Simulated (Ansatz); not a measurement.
# HOCN (cyanic acid): levels of theory compared

Wanted: a comparison of 6 runs (UHF/STO-3G, B2PLYP/STO-3G, PBE/STO-3G, UPBE0/STO-3G, r2SCAN/STO-3G, CCSDT/STO-3G) of HOCN (cyanic acid). 

The results are computed with Ansatz 0.2.0.

71 further runs of the same task are left out: 2 that didn't finish, 69 set aside as unsound or not needed.

**1. The system as given**

The species is HOCN (4 atoms), meant as a singlet with charge 0. SMILES: `N#CO`. The O3–C2 distance was set to 1.613 Å, away from the relaxed value.

Bond lengths: N1–C2 1.153 Å, C2–O3 1.613 Å, O3–H4 0.966 Å. Angles: N1–C2–O3 176.9°, C2–O3–H4 110.5°.

**2. The energy at UHF/STO-3G (run 1)**

The input, job.yaml:

```yaml
crystal:
  periodic: [false, false, false]
  atoms:
    - {symbol: N, position_ang: [-1.590569, -0.244832, 1.074435]}
    - {symbol: C, position_ang: [-0.679449, -0.009002, 0.408875]}
    - {symbol: O, position_ang: [0.558270, 0.398850, -0.541130]}
    - {symbol: H, position_ang: [1.216640, -0.308160, -0.562170]}
basis:
  gaussian:
    orbitals: STO-3G
magnetization:
  spin_polarized: true
hamiltonian:
  xc: hf
accuracy: high
```

The run is started by

```console
$ ansatz run job.yaml --threads 1 --pin off --max-ram 3480MiB --events-out events.jsonl --progress --plain --runs-dir runs
```

The log of the run:

```text
Warning: RAYON_NUM_THREADS=1 ignored (pool sized by the plan → 1); use --threads N
Functional definition: HF
  name "HF"
  exchange = exact_x
  correlation = 0
271 factors; integrals over basis functions are off by at most 1.2e-8 eV
mean field evaluation 1: about -4498.6769 eV, gradient 2.5e1 eV
mean field evaluation 2: about -4498.7223 eV, gradient 2.5e1 eV
mean field evaluation 4: about -4502.3884 eV, gradient 2.2e0 eV
mean field evaluation 8: about -4502.4551 eV, gradient 4.9e-2 eV
mean field evaluation 16: about -4502.4550 eV, gradient 2.7e-1 eV
mean field evaluation 32: about -4502.2605 eV, gradient 2.2e0 eV
mean field evaluation 64: about -4502.4420 eV, gradient 3.0e-1 eV
mean field -4502.45832954 eV, -165.4622917346 hartree, gradient 3.1e-8 eV, S^2 0.077603; 3 other end points of the search recorded, 0 dependent functions left out
reference -4502.45832954 eV, -165.4622917346 hartree; 11, 11 occupied and 5, 5 virtual orbitals, 271 factors
Total energy: -4502.45832954 eV, -165.4622917346 hartree
```

It took 0.14 s on 1 thread of Intel Xeon 6975P-C (Granite Rapids), shared host.

**3. A single-point energy at B2PLYP/STO-3G (run 2)**

The input, job.yaml:

```yaml
basis:
  gaussian: {orbitals: STO-3G}
crystal:
  periodic: [false, false, false]
  atoms:
    - {symbol: N, position_ang: [-1.590569, -0.244832, 1.074435]}
    - {symbol: C, position_ang: [-0.679449, -0.009002, 0.408875]}
    - {symbol: O, position_ang: [0.558270, 0.398850, -0.541130]}
    - {symbol: H, position_ang: [1.216640, -0.308160, -0.562170]}
magnetization: {spin_polarized: false}
hamiltonian: {xc: {name: B2PLYP}}
correlation: {frozen_orbitals: {C: 1, H: 0, "N": 1, O: 1}}
accuracy: high
```

The run is started by

```console
$ ansatz run job.yaml --threads 1 --pin off --max-ram 3480MiB --events-out events.jsonl --progress --plain --runs-dir runs
```

The log of the run, cut to the lines that bear on the results:

```text
Warning: RAYON_NUM_THREADS=1 ignored (pool sized by the plan → 1); use --threads N
Functional definition: B2PLYP
  name "B2PLYP"
[...]
271 factors; integrals over basis functions are off by at most 1.2e-8 eV
[...]
mean field -4518.14092587 eV, -166.0386165199 hartree, gradient 1.5e-8 eV, S^2 0.000000; 0 other end points of the search recorded, 0 dependent functions left out
3 core orbitals not correlated: weight in the atoms' cores, before any rotation towards them, 1.000 or more for the frozen orbitals, at most 0.000 for the correlated occupied ones
reference -4518.14093952 eV, -166.0386170216 hartree; 8, 8 occupied and 5, 5 virtual orbitals, 271 factors
second order -7.25506371 eV of doubles, -0.00000000 eV of singles
Total energy: -4520.09980673 eV, -166.1106040635 hartree
```

Wall time 0.58 s (1 thread of Intel Xeon 6975P-C (Granite Rapids), shared host).

Runs 3 to 5 aren't shown in full; the table further down has their settings and results.

**4. The energy at CCSDT/STO-3G (run 6)**

The input, input.yaml:

```yaml
crystal:
  periodic: [false, false, false]
  atoms:
    - {symbol: N, position_ang: [-1.590569, -0.244832, 1.074435]}
    - {symbol: C, position_ang: [-0.679449, -0.009002, 0.408875]}
    - {symbol: O, position_ang: [0.558270, 0.398850, -0.541130]}
    - {symbol: H, position_ang: [1.216640, -0.308160, -0.562170]}
basis:
  gaussian:
    orbitals: STO-3G
correlation:
  method: ccsdt
  frozen_orbitals: {C: 1, H: 0, "N": 1, O: 1}
accuracy: high
scf:
  omitted_lower_state_checks: [cluster_reference, increment]
```

The run is started by

```console
$ ansatz run input.yaml --threads 1 --pin off --max-ram 3480MiB --events-out events.jsonl --progress --plain --runs-dir runs
```

The log of the run, cut to the lines that bear on the results:

```text
Warning: RAYON_NUM_THREADS=1 ignored (pool sized by the plan → 1); use --threads N
[... 2 set-up lines as earlier in the session ...]
[...]
271 factors; integrals over basis functions are off by at most 1.2e-8 eV
[...]
mean field -4502.45515035 eV, -165.4621749017 hartree, gradient 2.4e-8 eV, S^2 0.000000; 0 other end points of the search recorded, 0 dependent functions left out; unrestricted orbitals would lower it
3 core orbitals not correlated: weight in the atoms' cores, before any rotation towards them, 1.000 or more for the frozen orbitals, at most 0.000 for the correlated occupied ones
reference -4502.45515035 eV, -165.4621749017 hartree; 8, 8 occupied and 5, 5 virtual orbitals, 271 factors
second order -5.37966937 eV of doubles, -0.00000000 eV of singles
cycle   1  -5.54026476 eV  change   -1.6e-1 eV  update   8.5e-2
[...]
cycle  27  -6.09059489 eV  change   3.7e-10 eV  update  9.3e-10
Total energy: -4508.54574524 eV, -165.6860001354 hartree
Checks for a lower state left out: cluster_reference, increment
```

Run time: 0.18 s. Hardware: 1 thread of Intel Xeon 6975P-C (Granite Rapids), shared host.

**5. The series**

```csv
run,level,frozen core orbitals,energy (Eh),wall time
1,UHF/STO-3G,–,-165.462292,0.14 s
2,B2PLYP/STO-3G,3,-166.110604,0.58 s
3,PBE/STO-3G,–,-166.152992,0.4 s
4,UPBE0/STO-3G,–,-166.164414,0.77 s
5,r2SCAN/STO-3G,–,-166.270562,0.93 s
6,CCSDT/STO-3G,3,-165.686000,0.18 s
```

**6. What came out**

```
                                          quantity          value
                               run 6: total energy  -165.68600 Eh
run 6: correlation energy (3 core orbitals frozen)     -223.8 mEh
                              run 6: T1 diagnostic          0.012
```

Totals of different functionals can't be ranked against each other. In run 6 the log says that unrestricted orbitals would lower the reference, so the values rest on an unstable closed-shell determinant (other closed-shell runs at this shape may share the fault). In runs 1, 2, 3, 4, 5, 6 the basis is minimal, so the values are rough. All runs together took 3 s, the longest 0.93 s.
